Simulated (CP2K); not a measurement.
**singlet Si2H5O−: levels of theory compared**

Aim: a comparison of 4 runs (B3LYP/6-31G*, PBE0/TZV2P-MOLOPT-PBE0-GTH, revPBE-D3(BJ)/TZV2P-MOLOPT-PBE-GTH, PM6) of singlet Si2H5O−. 

Program for the calculation: CP2K 2026.2.

6 further runs of the same task are left out: 1 that didn't finish, 5 set aside as unsound or not needed.

## 1. The system as given

Si2H5O−: 8 atoms, total charge -1, spin state singlet. SMILES of the parent species: `O[SiH][SiH3]`. The coordinates come from a PBE0-D4/def2-TZVP relaxation. This is one conformer, not always the lowest. That shape belongs to the parent species and isn't relaxed for this state.

Bond lengths: O1–Si2 1.657 Å, Si2–Si3 2.344 Å, O1–H4 0.959 Å, Si2–H5 1.490 Å, Si3–H6 1.488 Å, Si3–H7 1.491 Å, Si3–H8 1.489 Å. Angles: O1–Si2–Si3 114.2°, O1–Si2–H5 104.7°, Si3–Si2–H5 113.1°, Si2–O1–H4 116.9°, Si2–Si3–H6 108.0°, Si2–Si3–H7 114.5°, Si2–Si3–H8 108.6°, H6–Si3–H7 108.9°, H6–Si3–H8 108.7°, H7–Si3–H8 108.0°.

## 2. The energy at B3LYP/6-31G(d) (spherical functions) (run 1)

The input, job.inp:

```
&GLOBAL
    PROJECT job
    RUN_TYPE ENERGY
    PRINT_LEVEL MEDIUM
&END GLOBAL

&FORCE_EVAL
    METHOD Quickstep
    &DFT
        BASIS_SET_FILE_NAME ./6_31gs.basis
        POTENTIAL_FILE_NAME POTENTIAL
        CHARGE -1
        &QS
            METHOD GAPW
            EPS_DEFAULT 1.0E-10
        &END QS
        # plane-wave cutoff in Ry
        &MGRID
            CUTOFF 280
            REL_CUTOFF 50
            NGRIDS 4
        &END MGRID
        &POISSON
            PERIODIC NONE
            POISSON_SOLVER WAVELET
        &END POISSON
        &SCF
            SCF_GUESS ATOMIC
            EPS_SCF 1.0E-07
            MAX_SCF 150
            ADDED_MOS 5
            &DIAGONALIZATION
                ALGORITHM STANDARD
            &END DIAGONALIZATION
            &MIXING
                METHOD DIRECT_P_MIXING
                ALPHA 0.4
            &END MIXING
        &END SCF
        # exchange and correlation
        &XC
            &XC_FUNCTIONAL
                &HYB_GGA_XC_B3LYP
                &END HYB_GGA_XC_B3LYP
            &END XC_FUNCTIONAL
            # exact exchange
            &HF
                FRACTION 0.2
                &SCREENING
                    EPS_SCHWARZ 1.0E-10
                &END SCREENING
                &MEMORY
                    MAX_MEMORY 1050
                &END MEMORY
            &END HF
        &END XC
        &PRINT
            &MOMENTS
                PERIODIC F
                REFERENCE COM
                MAX_MOMENT 1
            &END MOMENTS
            &MO ON
                ENERGIES T
                OCCUPATION_NUMBERS T
                NDIGITS 6
                &EACH
                    QS_SCF 0
                &END EACH
                ADD_LAST NUMERIC
            &END MO
            &LOWDIN ON
            &END LOWDIN
            &HIRSHFELD OFF
            &END HIRSHFELD
        &END PRINT
    &END DFT
    # atoms, cell and kinds
    &SUBSYS
        &CELL
            ABC 13.8 13.8 13.8
            PERIODIC NONE
        &END CELL
        &COORD
            O      6.184600     8.027450     5.006950
            Si     7.204000     8.223050     6.299050
            Si     7.427800     6.314850     7.641650
            H      5.307700     7.687450     5.193750
            H      8.492300     8.671350     5.699650
            H      8.303600     6.662250     8.793050
            H      7.997500     5.128650     6.940750
            H      6.083400     5.940350     8.161650
        &END COORD
        &KIND O
            BASIS_SET 6-31Gs
            POTENTIAL ALL
            LEBEDEV_GRID 194
            RADIAL_GRID 100
        &END KIND
        &KIND Si
            BASIS_SET 6-31Gs
            POTENTIAL ALL
            LEBEDEV_GRID 194
            RADIAL_GRID 100
        &END KIND
        &KIND H
            BASIS_SET 6-31Gs
            POTENTIAL ALL
            LEBEDEV_GRID 194
            RADIAL_GRID 100
        &END KIND
    &END SUBSYS
&END FORCE_EVAL
```

Started as:

```sh
OMP_NUM_THREADS=1 cp2k.psmp -i job.inp -o job.out
```

The program printed:

```text
CP2K| version string:                                       CP2K version 2026.2
[...]
 GLOBAL| Method name                                                        CP2K
[...]
 GLOBAL| Run type                                                         ENERGY
[...]
 DFT| Spin restricted Kohn-Sham (RKS) calculation                            RKS
 DFT| Multiplicity                                                             1
[...]
 DFT| Charge                                                                  -1
[...]
 FUNCTIONAL| HYB_GGA_XC_B3LYP:
[...]
 QS| Method:                                                                GAPW
[...]
 QS| Density cutoff [a.u.]:                                                140.0
[...]
 QS| Relative density cutoff [a.u.]:                                        25.0
[...]
                             - Atoms:                                          8
[...]
                             - Spherical basis functions:                     60
[...]
 Number of electrons:                                                         42
[...]
     1 P_Mix/Diag. 0.40E+00   11.3     0.69079001      -666.4086797028 -6.66E+02
[...]
    15 DIIS/Diag.  0.49E-07    6.8     0.00000008      -657.2020248162  3.41E-13
  *** SCF run converged in    15 steps ***
[...]
  Overlap energy of the core charge distribution:               0.00000018954310
  Self energy of the core charge distribution:               -331.28330451167062
  Core Hamiltonian energy:                                   -327.30600190614706
  Hartree energy:                                              91.96728370294279
  Exchange-correlation energy:                                -13.87610674109077
  Hartree-Fock Exchange energy:                               -10.19081851877419
[...]
 ENERGY| Total FORCE_EVAL ( QS ) energy [hartree]           -657.202024816154221
[...]
```

It took 1.8 min on 1 thread of Intel Xeon at 2.70GHz, shared host; peak memory 1.2 GiB.

## 3. A single-point energy at PBE0/TZV2P-MOLOPT-PBE0-GTH (core potential) (run 2)

The input, qs.inp:

```
&GLOBAL
 PROJECT_NAME qs
 RUN_TYPE ENERGY
 PRINT_LEVEL MEDIUM
&END

&FORCE_EVAL
 METHOD Quickstep
 &DFT
  BASIS_SET_FILE_NAME BASIS_MOLOPT_UZH
  BASIS_SET_FILE_NAME BASIS_ADMM_UZH
  POTENTIAL_FILE_NAME POTENTIAL_UZH
  CHARGE -1
  &QS
   METHOD GPW
   EPS_DEFAULT 1.0E-10
  &END
  &MGRID
   CUTOFF 400
   REL_CUTOFF 50
   NGRIDS 4
  &END
  &POISSON
   PERIODIC NONE
   POISSON_SOLVER WAVELET
  &END
  &SCF
   SCF_GUESS ATOMIC
   EPS_SCF 1.0E-06
   MAX_SCF 100
   ADDED_MOS 3
   &DIAGONALIZATION
    ALGORITHM STANDARD
   &END
   &MIXING
    METHOD DIRECT_P_MIXING
    ALPHA 0.4
   &END
  &END
  &XC
   &XC_FUNCTIONAL
    &PBE
     SCALE_X 0.75
     SCALE_C 1.0
    &END
   &END
   &HF
    FRACTION 0.25
    &SCREENING
     EPS_SCHWARZ 1.0E-09
    &END
    &MEMORY
     MAX_MEMORY 1050
    &END
   &END
  &END
  &AUXILIARY_DENSITY_MATRIX_METHOD
   ADMM_TYPE ADMMS
   EXCH_CORRECTION_FUNC PBEX
  &END
  &PRINT
   &MOMENTS
    PERIODIC F
    REFERENCE COM
    MAX_MOMENT 1
   &END
   &MO ON
    ENERGIES T
    OCCUPATION_NUMBERS T
    NDIGITS 6
    &EACH
     QS_SCF 0
    &END
    ADD_LAST NUMERIC
   &END
   &HIRSHFELD OFF
   &END
  &END
 &END
 &SUBSYS
  &CELL
   ABC 13.8 13.8 13.8
   PERIODIC NONE
  &END
  &COORD
   O     -0.929000     0.938400    -1.717100
   Si     0.090400     1.134000    -0.425000
   Si     0.314200    -0.774200     0.917600
   H     -1.805900     0.598400    -1.530300
   H      1.378700     1.582300    -1.024400
   H      1.190000    -0.426800     2.069000
   H      0.883900    -1.960400     0.216700
   H     -1.030200    -1.148700     1.437600
  &END
  &TOPOLOGY
   &CENTER_COORDINATES
   &END
  &END
  &KIND O
   BASIS_SET ORB TZV2P-MOLOPT-PBE0-GTH-q6
   BASIS_SET AUX_FIT admm-tzp-q6
   POTENTIAL GTH-PBE0-q6
  &END
  &KIND Si
   BASIS_SET ORB TZV2P-MOLOPT-PBE0-GTH-q4
   BASIS_SET AUX_FIT admm-tzp-q4
   POTENTIAL GTH-PBE0-q4
  &END
  &KIND H
   BASIS_SET ORB TZV2P-MOLOPT-PBE0-GTH-q1
   BASIS_SET AUX_FIT admm-tzp-q1
   POTENTIAL GTH-PBE0-q1
  &END
 &END
&END
```

Started as:

```sh
OMP_NUM_THREADS=1 cp2k.psmp -i qs.inp -o qs.out
```

The program printed:

```text
CP2K| version string:                                       CP2K version 2026.2
[...]
 GLOBAL| Method name                                                        CP2K
[...]
 GLOBAL| Run type                                                         ENERGY
[...]
 DFT| Spin restricted Kohn-Sham (RKS) calculation                            RKS
 DFT| Multiplicity                                                             1
[...]
 DFT| Charge                                                                  -1
[...]
 FUNCTIONAL| PBE:
 QS| Method:                                                                 GPW
[...]
 QS| Density cutoff [a.u.]:                                                200.0
[...]
 QS| Relative density cutoff [a.u.]:                                        25.0
[...]
                             - Atoms:                                          8
[...]
                             - Spherical basis functions:                    157
[...]
 Number of electrons:                                                         20
[...]
     1 P_Mix/Diag. 0.40E+00   20.6     1.45974308       -25.6884855851 -2.57E+01
[...]
  *** SCF run converged in    16 steps ***
[...]
  Overlap energy of the core charge distribution:               0.00000009474303
  Self energy of the core charge distribution:                -68.43858012789539
  Core Hamiltonian energy:                                     18.85153906604743
  Hartree energy:                                              30.62847955877701
  Exchange-correlation energy:                                 -6.06158158192410
  Hartree-Fock Exchange energy:                                -1.80920183616493
  Total energy:                                               -26.82934482641696
[...]
 ENERGY| Total FORCE_EVAL ( QS ) energy [hartree]            -26.829344826416957
[...]
```

It took 5.7 min on 1 thread of Intel Xeon at 2.70GHz, shared host; peak memory 2.4 GiB.

Run 3 isn't shown in full; the table further down has it.

## 4. The energy at PM6 (run 4)

The input, run.inp:

```
&FORCE_EVAL
   METHOD QS
   &DFT
      CHARGE -1
      &QS
         METHOD PM6
         EPS_DEFAULT 1.0E-10
         &SE
            &COULOMB
               CUTOFF [angstrom] 50
               RC_RANGE [angstrom] 0
            &END COULOMB
            &EXCHANGE
               CUTOFF [angstrom] 50
               RC_RANGE [angstrom] 0
            &END EXCHANGE
         &END SE
      &END QS
      &POISSON
         PERIODIC NONE
         POISSON_SOLVER ANALYTIC
      &END POISSON
      &SCF
         SCF_GUESS ATOMIC
         EPS_SCF 1.0E-06
         MAX_SCF 40
         &OT
            MINIMIZER DIIS
            PRECONDITIONER FULL_ALL
         &END OT
         &OUTER_SCF
            EPS_SCF 1.0E-06
            MAX_SCF 5
         &END OUTER_SCF
      &END SCF
      &PRINT
         &MOMENTS
            PERIODIC F
            REFERENCE COM
            MAX_MOMENT 1
         &END MOMENTS
         &MO_CUBES
            NLUMO 1
            NHOMO -1
            WRITE_CUBE F
         &END MO_CUBES
         &HIRSHFELD OFF
         &END HIRSHFELD
      &END PRINT
   &END DFT
   &SUBSYS
      &CELL
         ABC 19.2 19.5 19.8
         PERIODIC NONE
      &END CELL
      &COORD
         UNIT bohr
         O     -1.7555556     1.7733190    -3.2448487
         Si     0.1708312     2.1429494    -0.8031336
         Si     0.5937519    -1.4630260     1.7340127
         H     -3.4126564     1.1308121    -2.8918479
         H      2.6053654     2.9901136    -1.9358354
         H      2.2487741    -0.8065351     3.9098434
         H      1.6703289    -3.7046191     0.4095037
         H     -1.9467959    -2.1707284     2.7166703
      &END COORD
      &TOPOLOGY
         &CENTER_COORDINATES
         &END CENTER_COORDINATES
      &END TOPOLOGY
   &END SUBSYS
&END FORCE_EVAL
&GLOBAL
   PROJECT run
   RUN_TYPE ENERGY
   PRINT_LEVEL MEDIUM
&END GLOBAL
```

Started as:

```sh
OMP_NUM_THREADS=1 cp2k.psmp run.inp > run.out
```

The program printed:

```text
CP2K| version string:                                       CP2K version 2026.2
[...]
 GLOBAL| Method name                                                        CP2K
[...]
 GLOBAL| Run type                                                         ENERGY
[...]
                             - Atoms:                                          8
[...]
                             - Spherical basis functions:                     27
[...]
 Number of electrons:                                                         20
[...]
     1 OT DIIS     0.15E+00    0.0     0.29642081       -15.5197132441 -1.55E+01
[...]
     9 OT DIIS     0.15E+00    0.0     0.00000065       -18.5809224244 -1.67E-10
  *** SCF run converged in     9 steps ***
  Core-core repulsion energy [eV]:                            697.79571377661898
  Core Hamiltonian energy [eV]:                              -829.69669714376357
  Two-electron integral energy [eV]:                         -747.42325826507204
  Electronic energy [eV]:                                   -1203.40832627629948
  Total energy [eV]:                                         -505.61261249968061
  Atomic reference energy [eV]:                               503.49851715234638
  Heat of formation [kcal/mol]:                               -48.75220074102413
[...]
 SE_DIPOLE| Moment [Debye]          0.65187493       3.33398119      -0.08557204
 SE_DIPOLE| Derivative [a.u.]       0.00000000       0.00000000       0.00000000
 *** WARNING in qs_scf_post_se.F:140 :: Printing of MO cube files not ***
 *** implemented for Semi-Empirical method.                           ***
 ENERGY| Total FORCE_EVAL ( QS ) energy [hartree]            -18.580922424416080
[...]
```

Wall time 2.1 s (1 thread of Intel Xeon at 2.70GHz, shared host); peak memory 0.19 GiB.

## 5. Overview of the runs

```
run                                                level  core potential  scheme  energy (Eh)  HOMO energy (eV)  LUMO energy (eV)  HOMO–LUMO gap (eV)  wall time
  1                   B3LYP/6-31G* (spherical functions)            none    GAPW  -657.202025              1.83              5.11                3.28    1.8 min
  2          PBE0/TZV2P-MOLOPT-PBE0-GTH (core potential)        GTH-PBE0     GPW   -26.829345              1.23              4.46                3.23    5.7 min
  3  revPBE-D3(BJ)/TZV2P-MOLOPT-PBE-GTH (core potential)         GTH-PBE     GPW   -26.884225              2.04              3.74                1.70    4.8 min
  4                                                  PM6               –       –   -18.580922                 –                 –                   –      2.1 s
```

## 6. Outcome

```
                quantity           value
     run 4: total energy    -18.58092 Eh
run 4: heat of formation  -48.8 kcal/mol
```

In words: Over runs 1, 2, 3 the HOMO–LUMO gap runs from 1.70 eV (revPBE-D3(BJ)/TZV2P-MOLOPT-PBE-GTH) to 3.28 eV (B3LYP/6-31G*). The two ends differ in method and basis and core potential. The empty levels of an anion lie above zero and hang on the basis. Totals of different functionals can't be ranked against each other. Some runs of one species differ in core potentials or relativity; totals across that change don't compare. In runs 1, 2, 3 the HOMO lies above zero, so the outermost electron may be held by the basis alone. All runs together took 12 min, the longest 5.7 min.
